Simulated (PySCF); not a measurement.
All values below come from PBE-D3(BJ)/def2-TZVP // TPSSh-D3(BJ)/def2-TZVP (PySCF). Isolated molecules, 0 K electronic values unless said otherwise. Excitations are Tamm–Dancoff values on a coarser integration grid. The basis has no diffuse functions, so Rydberg states are missing or too high.

Reference species (SMILES): `C=[OH+]` (charge +1, multiplicity 1).

* **brightest of the four lowest singlets (TDA)**: 10.94 eV
* **T1 excitation (TDA)**: 4.99 eV
* **HOMO**: -16.86 eV
* **LUMO**: -11.37 eV

After one change: the brightest of the four lowest singlets (TDA) decreases by 5.70 eV; the T1 excitation (TDA) falls by 2.12 eV; the HOMO rises by 4.15 eV; the LUMO increases by 1.74 eV.

Task: What was changed between the two runs? The new species is one of these.
(A) `[H]/[O+]=C\[N+]#[C-]`
(B) `[H]/[O+]=C\B(O)O`
(C) `[H]/[O+]=C\C#CC`
(D) `[H]/[O+]=C\CC` (C–C–C–O torsion 110°)

Result: C, `[H]/[O+]=C\C#CC`
